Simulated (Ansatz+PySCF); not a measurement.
Values are calculated unless marked as measured or tabulated.
**Several solutions for singlet CH3N**

```
atom   x (Å)    y (Å)    z (Å)
   C  0.0000  -0.0406  -0.5353
   N  0.0000  -0.0652   0.6275
   H  0.0000   0.8132   0.9736
   H  0.0000  -0.9157  -1.0482
   H  0.0000   0.8024  -1.1065
```

Basis set: def2-SVP (spherical functions). Charge 0, multiplicity 1.

CASSCF(2,2) was run from several starts with Ansatz (development build ahead of 0.2.0) and PySCF 2.14.0. The starts are those of the Hartree–Fock orbitals from which the active space was taken at the frontier.

| run | program | start | converged | energy (hartree) | <S²> |
| --- | --- | --- | --- | --- | --- |
| A | Ansatz | atomic start, no search | yes | -93.95852 | 0.00 |
| B | Ansatz | search for the lowest state | yes | -93.95852 | 0.00 |
| C | Ansatz | stability test followed | yes | -93.95852 | 0.00 |
| D | PySCF | program defaults | yes | -93.93758 | 0.00 |

Problem. Which runs reached the lowest solution of this kind, and what is wrong with the others?

Solution. A, B, C reached the lowest solution found. Converged but too high: D by 0.57 eV. Convergence only shows a stationary point; in CASSCF the end hangs on which orbitals enter the active space. Caution: other starts end on other solutions of this active space.
